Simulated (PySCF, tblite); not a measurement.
# cyanodiacetylene radical cation (C₅HN+) (doublet): geometry, infrared bands and EPR parameters

Wanted: the infrared bands and EPR parameters of cyanodiacetylene radical cation (C₅HN+) (doublet) (`C#CC#CC#[N+]`), by calculation.

Computed with tblite 0.8.0 and PySCF 2.14.0, with density-fitted response routines of our own, on a single molecule in the gas phase. Atoms are numbered from 0 throughout.

## (1) Starting geometry

7 atoms, charge 1, multiplicity 2; geometry from: force field or distance geometry start.

Bonds of the start (Å): C0–C1 1.19, C1–C2 1.55, C2–C3 1.19, C3–C4 1.54, C4–N5 1.16, C0–H6 1.07.

## (2) Relaxing the molecule with GFN2-xTB

Job settings and geometry (Å):

```
{"job": {"kind": "relax", "xc": "GFN2-xTB", "basis": "xTB"}, "charge": 1, "multiplicity": 2}
C     -2.664800     0.410200     0.144400
C     -1.492400     0.234200     0.127300
C      0.043300    -0.009200     0.129900
C      1.219200    -0.181400     0.109700
C      2.740400    -0.425900     0.115100
N      3.883000    -0.602100     0.097100
H     -3.725400     0.578900     0.148900
```

Started as:

```console
$ OMP_NUM_THREADS=1 python probes_run.py task.json out
```

The driver reads the jobs from task.json and runs them one after another.

**Question.** This job is followed by: GFN2-xTB harmonic vibrations, gas phase; PBE0-D3(BJ)/def2-SVP geometry optimisation, gas phase; UKS B3LYP, IGLO-III on C N, pcH-1 on H, non-relativistic, mean-field spin-orbit, GIAO. What will the session give for the following? strongest single infrared mode (GFN2-xTB); zero-point energy (GFN2-xTB); point group; rotational constants (main isotopes); g(iso) (B3LYP); ⟨S²⟩; largest a(iso); property runs in this session.

The runs gave:

| quantity | value |
| --- | --- |
| strongest single infrared mode (GFN2-xTB) | 2166 cm⁻¹, 518 km/mol |
| zero-point energy (GFN2-xTB) | 21.4 kcal/mol |
| point group | Cinfv |
| rotational constants (main isotopes) | 1.33, 1.33 GHz |
| g(iso) (B3LYP) | 2.02419 |
| ⟨S²⟩ | 0.775 (exact 0.75) |
| largest a(iso) | 1H on H6, -35.7 MHz |
| property runs in this session | 1, of which 0 failed and 1 gave unsound results |

In words: The optimisation took 11 steps and gained 1.521 eV; among the close pairs (by a distance rule), C1–C2 changed most, from 1.555 to 1.330 Å (GFN2-xTB). All 16 modes are real, so the xTB geometry is a minimum. The strongest single mode, at 2166 cm⁻¹, has its largest shares on C2, C3 and C1 (the list is cut at 3 atoms). Unscaled tight-binding wavenumbers are off by several per cent, some by more. Its intensities can rank the bands wrongly. Over 7 steps the energy fell by 0.236 eV; of the close pairs, C2–C3 changed most, 1.289 to 1.248 Å (PBE0/def2-SVP). No frequency check was run at this level, so the end point may be a saddle. The largest spin populations lie on C0 (0.39 e), N5 (0.31 e). The isotropic g lies 21.9 ppt above the free-electron value. These values are not to be trusted: the run shows a large g shift, which the driver flags as unsure.
